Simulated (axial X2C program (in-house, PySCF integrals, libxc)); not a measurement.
# Which molecule gave these maps?

PBE0 fields computed with an axial X2C code built on PySCF integrals, without spin–orbit coupling, near the equilibrium distance, one atom at z = 0.

The maps cover the half plane through the axis: z from -2.4 to 3.6 Å along the bond, ρ from 0.15 to 2.25 Å away from it.

log10 of the density in e/bohr³:

```
 ρ\z  -2.4  -1.8  -1.2  -0.6   0.0   0.6   1.2   1.8   2.4   3.0   3.6
0.15  -3.9  -2.7  -1.6  -0.9   1.2  -0.8   0.0   0.1  -1.3  -2.8  -4.3
0.45  -4.0  -2.8  -1.7  -1.0  -0.4  -0.9  -0.4  -0.4  -1.6  -3.0  -4.4
0.75  -4.1  -3.0  -2.0  -1.2  -1.0  -1.2  -1.0  -1.1  -2.0  -3.2  -4.6
1.05  -4.3  -3.2  -2.3  -1.6  -1.4  -1.6  -1.7  -1.8  -2.5  -3.6  -4.8
1.35  -4.5  -3.5  -2.6  -2.0  -1.8  -2.1  -2.3  -2.5  -3.1  -4.0  -5.1
1.65  -4.8  -3.8  -3.0  -2.5  -2.4  -2.6  -2.9  -3.1  -3.6  -4.4  -5.4
1.95  -5.0  -4.2  -3.5  -3.0  -2.9  -3.1  -3.4  -3.7  -4.2  -4.9  -5.8
2.25  -5.3  -4.6  -4.0  -3.5  -3.4  -3.6  -4.0  -4.3  -4.7  -5.4  -6.2
```

Electron localisation function (collinear form, no current term, damped to 0 at low density):

```
 ρ\z  -2.4  -1.8  -1.2  -0.6   0.0   0.6   1.2   1.8   2.4   3.0   3.6
0.15  0.00  0.26  0.86  0.14  0.63  0.14  0.71  0.71  0.65  0.08  0.00
0.45  0.00  0.23  0.85  0.66  0.22  0.33  0.82  0.88  0.56  0.06  0.00
0.75  0.00  0.17  0.82  0.94  0.58  0.40  0.66  0.77  0.38  0.03  0.00
1.05  0.00  0.10  0.74  0.95  0.90  0.33  0.32  0.47  0.18  0.01  0.00
1.35  0.00  0.04  0.58  0.89  0.85  0.24  0.10  0.17  0.06  0.00  0.00
1.65  0.00  0.01  0.31  0.72  0.68  0.15  0.02  0.03  0.01  0.00  0.00
1.95  0.00  0.00  0.07  0.37  0.36  0.07  0.01  0.00  0.00  0.00  0.00
2.25  0.00  0.00  0.01  0.06  0.08  0.01  0.00  0.00  0.00  0.00  0.00
```

Axial spin density in 10⁻³ e/bohr³:

```
 ρ\z  -2.4  -1.8  -1.2  -0.6    0.0  0.6   1.2  1.8   2.4  3.0  3.6
0.15   0.0  -0.2  -2.4  -5.9  158.0  0.5   2.7  6.2  -0.2  0.0  0.0
0.45   0.0  -0.1  -0.6   7.1   12.2  6.4   1.3  6.5   0.0  0.0  0.0
0.75   0.0   0.0   0.9  12.4   30.2  8.5  -0.6  1.2   0.1  0.0  0.0
1.05   0.0   0.1   1.1   8.3   17.1  5.6  -0.2  0.1   0.0  0.0  0.0
1.35   0.0   0.1   0.8   3.9    6.7  2.6   0.1  0.0   0.0  0.0  0.0
1.65   0.0   0.1   0.4   1.5    2.4  1.1   0.1  0.0   0.0  0.0  0.0
1.95   0.0   0.0   0.2   0.5    0.8  0.4   0.1  0.0   0.0  0.0  0.0
2.25   0.0   0.0   0.1   0.2    0.2  0.1   0.0  0.0   0.0  0.0  0.0
```

Question: Which molecule is it?
A. PO⁺
B. PF⁺
C. BO
D. BH

Answer: B. PF⁺, with P at z = 0 and F at z = 1.524 Å, state M_S = 1/2, Λ = 1 (beyond evenly filled blocks: π+α), basis P dyall-v3z [8s7p2d1f], F dyall-av3z [7s6p3d2f] (cores contracted in-house). Occupations by symmetry block were frozen at the best pattern of an incomplete PBE0 search. Without a current term, density functionals place determinants with orbital angular momentum somewhat too high.
